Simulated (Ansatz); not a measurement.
H$_{2}$N–C, doublet: reading a ladder of total energies

Geometry: that of the H2N–C, quartet, kept fixed.

```xyz
4

N     0.0000    0.0000    0.5481
C     0.0000    0.0000   -0.8171
H     0.0000    0.8633    1.0602
H     0.0000   -0.8633    1.0602
```

Basis cc-pVDZ; Ansatz 0.2.0. Only valence electrons are correlated (noble-gas cores frozen), which leaves 11 electrons in 36 orbitals. R marks a restricted (for open shells ROHF) determinant, U an unrestricted one.

Full CI isn't at hand for all of this; UCCSDT(Q) serves as the reference, and is uncertain by about the last step of the cluster series.

Runs differ by some tens of microhartree through their thresholds and, for an open shell, their frozen cores, so steps under 0.03 kcal/mol mean nothing.

```tsv
level	total energy (hartree)
UHF	-93.386950
UMP2	-93.645396
UCCSD	-93.672185
UCCSD(T)	-93.681134
UCCSDT	-93.681969
UCCSDT(Q)	-93.682675
```

Q: What is the correlation energy at UCCSDT(Q), and what share of it do UMP2 and UCCSDT recover?

A: E(corr) = -93.682675 − (-93.386950) = -0.295725 hartree = -8.047 eV. UMP2: -0.258446 / -0.295725 = 87.39 %. UCCSDT: -0.295019 / -0.295725 = 99.76 %.

Q: By how many kcal/mol does UCCSD(T) miss UCCSDT(Q) (1 hartree = 627.509 kcal/mol), and which steps make up the rest?

A: -93.681134 − (-93.682675) = 0.001541 hartree = 0.97 kcal/mol. Steps: UCCSDT − UCCSD(T) = -0.52, UCCSDT(Q) − UCCSDT = -0.44 kcal/mol. Differences between like states or geometries often cancel part of this.
